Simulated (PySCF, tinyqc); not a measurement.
Harmonic frequencies on the RHF/sto-3g surface (energies and gradients from PySCF), for CH2, spin multiplicity 1, step by step. The lowest restricted solution is unstable here: a spin-polarised one lies 0.0253 hartree lower (PySCF). One step of it, computed by the program tinyqc.

Problem. Normal modes. Diagonalise H_ij / sqrt(m_i m_j); the 6 smallest eigenvalues belong to translations and rotations; wavenumber = sqrt(eigenvalue / 1822.888) x 219474.63; each mode has its largest component positive (the first on a tie); zero-point energy = sum of wavenumbers / 2, with 349.755 1/cm per kcal/mol. A mass of 2.014 u marks deuterium.

Hessian (symmetrised) (hartree/bohr^2):
```
             1Cx          1Cy          1Cz          2Hx          2Hy          2Hz          3Hx          3Hy
1Cx   0.00139995   0.00712669  -0.02296293  -0.00042789   0.00416934   0.00841292  -0.00097202  -0.01129604
1Cy   0.00712669   0.50988390  -0.00027461   0.00821223  -0.25722066  -0.21173456  -0.01533893  -0.25266365
1Cz  -0.02296293  -0.00027461   0.41200201   0.00942477  -0.13918832  -0.20397216   0.01353816   0.13946293
2Hx  -0.00042789   0.00821223   0.00942477   0.00038510  -0.00572840  -0.00809013   0.00004277  -0.00248382
2Hy   0.00416934  -0.25722066  -0.13918832  -0.00572840   0.28924511   0.17518001   0.00155906  -0.03202424
2Hz   0.00841292  -0.21173456  -0.20397216  -0.00809013   0.17518001   0.18902819  -0.00032279   0.03655440
3Hx  -0.00097202  -0.01533893   0.01353816   0.00004277   0.00155906  -0.00032279   0.00092923   0.01377986
3Hy  -0.01129604  -0.25266365   0.13946293  -0.00248382  -0.03202424   0.03655440   0.01377986   0.28468810
3Hz   0.01455001   0.21200916  -0.20802994  -0.00133464  -0.03599170   0.01494402  -0.01321537  -0.17601731

             3Hz
1Cx   0.01455001
1Cy   0.21200916
1Cz  -0.20802994
2Hx  -0.00133464
2Hy  -0.03599170
2Hz   0.01494402
3Hx  -0.01321537
3Hy  -0.17601731
3Hz   0.19308597
```

masses (u): 1C 12.000000, 2H 1.007825, 3H 2.014102

Give: eigenvalues of the mass-weighted Hessian; harmonic wavenumbers of the vibrations; mass-weighted modes; zero-point energy.

Solution.

eigenvalues of the mass-weighted Hessian (hartree/(bohr^2 u)): 0.000  0.000  0.000  0.000  0.000  0.000  0.095  0.242  0.453

harmonic wavenumbers of the vibrations (1/cm): 1587.1  2526.3  3458.7

mass-weighted modes:
```
     mode 1  mode 2  mode 3
1Cx   0.018  -0.017   0.005
1Cy  -0.008  -0.271  -0.234
1Cz  -0.330   0.242  -0.147
2Hx  -0.039   0.000  -0.022
2Hy  -0.504  -0.093   0.759
2Hz   0.581  -0.025   0.586
3Hx  -0.017   0.042   0.004
3Hy   0.376   0.726   0.035
3Hz   0.395  -0.574  -0.056
```

zero-point energy = 10.825 kcal/mol
